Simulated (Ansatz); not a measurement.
Input for Ansatz (development build ahead of 0.2.0):

```yaml
crystal:
  periodic: [false, false, false]
  atoms:
    - { symbol: C, position_ang: [0.0, -0.3814, -0.32527] }
    - { symbol: C, position_ang: [0.0, -0.39978, 1.06416] }
    - { symbol: O, position_ang: [0.0, 0.84933, -0.71844] }
    - { symbol: H, position_ang: [-0.81805, -0.88468, -0.6716] }
    - { symbol: H, position_ang: [0.81805, -0.88468, -0.6716] }
    - { symbol: H, position_ang: [0.0, -1.34944, 1.41441] }
    - { symbol: H, position_ang: [0.81845, 0.07591, 1.42301] }
    - { symbol: H, position_ang: [-0.81845, 0.07591, 1.42301] }
    - { symbol: H, position_ang: [0.0, 0.85937, -1.60299] }
basis:
  gaussian: { orbitals: def2-TZVP }
hamiltonian:
  xc: hf
```

The input is written out in the form of the current development build from the run's settings.

Output:

| Item | Value |
| --- | --- |
| Converged | yes |
| Total energy | -154.09917 hartree |
| Spin squared of the determinant | 0.000 |

Caution: no unrestricted run beside it, a lower state can exist.
